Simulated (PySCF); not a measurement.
How the method changes the constants of Mg2

State: ¹Σg⁺ (singlet), closed shell. Set-up: Mg pcseg-1; no relativity (PySCF 2.14). De refers to Mg + Mg in their ground configurations, without counterpoise correction. Levels whose curve was spin-contaminated or gave no clean fit are not listed.

```tsv
Level	Re (Å)	ωe (cm⁻¹)	De (eV)	CPU s a point (SCF and correlation, without the integrals)
LDA	3.435	111	0.181	0.081
PBE	3.529	97.6	0.113	0.13
BP86	3.604	84.0	0.063	0.11
r²SCAN	3.526	99.9	0.100	0.2
PBE0	3.623	83.8	0.084	0.26
```

The bond length runs from 3.435 Å (LDA) to 3.623 Å (PBE0). De spans 0.06 eV (BP86, GGA) to 0.18 eV (LDA, local density).

Closed-shell solutions of metal pairs were not tested for spin polarisation, which can lower them a little. The bond is weak. Basis-set superposition, not corrected here, can be much of De in a small basis, most of all at correlated wavefunction levels. Functionals without a dispersion term scatter widely for such bonds, and LDA overbinds them.

The whole job (state search and all levels along the bond) took about 0.33 min on 1 thread of Arm Neoverse V2 (shared host), peak memory 0.31 GiB.
